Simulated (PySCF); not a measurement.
Ethanethiol, C2H6S.
SMILES with atom numbers: `[CH3:1][CH2:2][SH:3]` (hydrogens: H4, H5, H6 on C1; H7, H8 on C2; H9 on S3)

The same species was optimised twice, with GFN2-xTB and with PBE0-D3(BJ)/def2-SVP (PySCF), and the same property calculations (PySCF, gas phase) were run on both structures.

| coordinate | GFN2-xTB | PBE0-D3(BJ)/def2-SVP | change |
| --- | --- | --- | --- |
| S3–H9 (Å) | 1.332 | 1.351 | +0.019 |
| C1–H4 (Å) | 1.088 | 1.102 | +0.014 |
| C1–H5 (Å) | 1.089 | 1.101 | +0.012 |
| C1–H6 (Å) | 1.088 | 1.100 | +0.012 |
| C2–H7 (Å) | 1.090 | 1.101 | +0.011 |
| C2–H8 (Å) | 1.090 | 1.101 | +0.011 |
| C2–S3 (Å) | 1.829 | 1.821 | -0.008 |
| C1–C2 (Å) | 1.516 | 1.516 | 0.000 |
| H7–C2–H8 (°) | 109.0 | 106.5 | -2.5 |
| C1–C2–S3 (°) | 112.2 | 114.2 | +2.0 |
| S3–C2–H8 (°) | 107.8 | 109.1 | +1.3 |
| C2–C1–H4 (°) | 109.8 | 110.7 | +0.9 |
| H4–C1–H5 (°) | 108.6 | 107.7 | -0.9 |
| H5–C1–H6 (°) | 108.5 | 107.6 | -0.9 |
| S3–C2–H7 (°) | 104.5 | 103.9 | -0.6 |
| C2–C1–H6 (°) | 110.5 | 111.0 | +0.5 |

Rotational constants: A = 28517, B = 5371, C = 4903 MHz (GFN2-xTB) against A = 28952, B = 5273, C = 4844 MHz (PBE0-D3(BJ)/def2-SVP).

On the GFN2-xTB structure: HOMO (eV) -6.76 [PBE0/pcSseg-1]; LUMO (eV) 0.67 [PBE0/pcSseg-1]; dipole (D) 1.82 [PBE0/pcSseg-1]; GIAO shielding of C1 (ppm) 163.1 [PBE0/pcSseg-1]; GIAO shielding of C2 (ppm) 159.9 [PBE0/pcSseg-1]; GIAO shielding of S3 (ppm) 567.1 [PBE0/pcSseg-1].

Q: What do these properties become on the PBE0-D3(BJ)/def2-SVP structure?

A: 
```csv
property,level,on GFN2-xTB,on PBE0-D3(BJ)/def2-SVP,change
HOMO (eV),PBE0/pcSseg-1,-6.76,-6.79,-0.03
LUMO (eV),PBE0/pcSseg-1,0.67,0.62,-0.05
dipole (D),PBE0/pcSseg-1,1.82,1.78,-0.04
"energy, GFN2-xTB geometry as zero (kcal/mol)",PBE0/pcSseg-1,0.0,-0.4,-0.4
GIAO shielding of C1 (ppm),PBE0/pcSseg-1,163.1,161.5,-1.6
GIAO shielding of C2 (ppm),PBE0/pcSseg-1,159.9,159.0,-0.9
GIAO shielding of S3 (ppm),PBE0/pcSseg-1,567.1,563.2,-3.9
```

The heavy atoms differ by 0.016 Å rms after alignment. Among all bonds S3–H9 changes most (+0.019 Å). Changes are differences of the printed values. Neither structure is proved a minimum here.

Shape of the structure used: `[CH3:1][CH2:2][SH:3]`: H–S3–C2–C1 -64°.
